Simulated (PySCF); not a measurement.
Cartesian coordinates in Å; atom numbers follow the order of the lines, from 1:
```xyz
16

C    -2.1722    0.1734   -0.2883
C    -1.0440   -0.8410   -0.1314
C     0.1791   -0.2169    0.5106
C     1.0133    0.7347   -0.3556
C     2.3685    0.0890   -0.0719
S     1.6022   -1.3752    0.7196
H    -3.0410   -0.2989   -0.7396
H    -2.4640    0.5724    0.6808
H    -1.8617    1.0012   -0.9220
H    -1.3801   -1.6735    0.4911
H    -0.7689   -1.2470   -1.1076
H    -0.0718    0.2078    1.4851
H     0.9467    1.7835   -0.0665
H     0.7422    0.6439   -1.4074
H     2.9640   -0.1738   -0.9427
H     2.9802    0.6294    0.6478
```

Geometry: GFN2-xTB; GIAO absolute shieldings from PySCF 2.14, gas phase, non-relativistic, averaged over equivalent atoms.

At LDA/def2-SVP (138 basis functions, 22 s wall time on 1 thread of an Arm Neoverse N1, shared host):
```json
{"atoms": "C3", "σ (ppm)": "147.5"}
{"atoms": "C2", "σ (ppm)": "155.5"}
{"atoms": "C4", "σ (ppm)": "164.9"}
{"atoms": "C5", "σ (ppm)": "172.4"}
{"atoms": "C1", "σ (ppm)": "183.3"}
{"atoms": "S6", "σ (ppm)": "521.3"}
{"atoms": "H12", "σ (ppm)": "27.56"}
{"atoms": "H16", "σ (ppm)": "28.12"}
{"atoms": "H15", "σ (ppm)": "28.72"}
{"atoms": "H13", "σ (ppm)": "28.86"}
{"atoms": "H14", "σ (ppm)": "29.00"}
{"atoms": "H10", "σ (ppm)": "29.71"}
{"atoms": "H11", "σ (ppm)": "29.72"}
{"atoms": "H7/H8/H9", "σ (ppm)": "30.65"}
```

Q: Estimate the result of repeating the calculation with PBE0/pcSseg-1.

A: 
```csv
atoms,σ at PBE0/pcSseg-1,change
C3,140.0,-7.5
C2,147.7,-7.8
C4,153.9,-11.0
C5,162.2,-10.2
C1,174.5,-8.8
S6,472.8,-48.5
H12,28.02,+0.46
H16,28.27,+0.15
H15,28.88,+0.16
H13,29.10,+0.24
H14,29.27,+0.27
H10,30.11,+0.40
H11,30.11,+0.39
H7/H8/H9,30.89,+0.24
```

The largest change is at S6 (sulfide sulfur). Cost: 159 basis functions, 30 s wall time on 1 thread of an Arm Neoverse N1, shared host. The order of the carbon signals is the same at both levels.
